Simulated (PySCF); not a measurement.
An unknown is described by computed data only.

Elements present: C, H, N and S. Monoisotopic mass: 58.9830 u.

- 13C NMR: chemical shifts (computed TMS as zero) by class: 209.1 (1 C) ppm [GIAO B97-2/pcSseg-2]
- Dipole: 3.22 D [B97-2/pcSseg-2]
- 1H NMR: chemical shifts (computed TMS as zero) by class: 6.44 (1 H) ppm [GIAO B97-2/pcSseg-2]
- Rotational structure: rotational constants A, B, C: 286.673, 6.433, 6.292 GHz [PBE0-D3(BJ)/def2-TZVP]
- NMR, other nuclei: isotropic shieldings of nuclei other than C and H, by class: 129 (1 N), 343 (1 S) ppm [GIAO B97-2/pcSseg-2]

Gas-phase values; electronic properties from PySCF, density fitting. Levels stand in brackets. Geometry: PBE0-D3(BJ)/def2-TZVP; no solvent, vibrations or thermal averaging. NMR classes are plain means over equivalent atoms (diastereotopic ones count apart unless rotation or inversion swaps them), as if these changed places fast.

Problem. Which formula fits the mass and the elements?

Solution. CHNS (calculated 58.9830). No other formula that holds each of these elements comes within 0.0003 u with a fitting electron parity and a possible valence count.

Problem. Propose a structure and show how it fits.

Solution. Numbering: `[C-:1]#[N+:2][SH:3]`. The one carbon: isocyanide carbon [C1] (209.1 ppm). The one hydrogen (6.44 ppm): S–H hydrogen. The other shieldings belong to: 129 ppm, isocyanide nitrogen [N2]; 343 ppm, sulfur bonded to N and H [S3]. The optimised geometry has point group Cs and is an asymmetric top. Structure: `[C-]#[N+]S` (isothiofulminic acid). Computed isomers that give other values at the same levels: `N=C=S` (13C chemical shifts (computed TMS as zero) by class: 161.6 (1 C) ppm); `N#CS` (thiocyanic acid) (13C chemical shifts (computed TMS as zero) by class: 110.7 (1 C) ppm). The assignments are read from this structure; whether some other isomer fits the data as well wasn't checked.
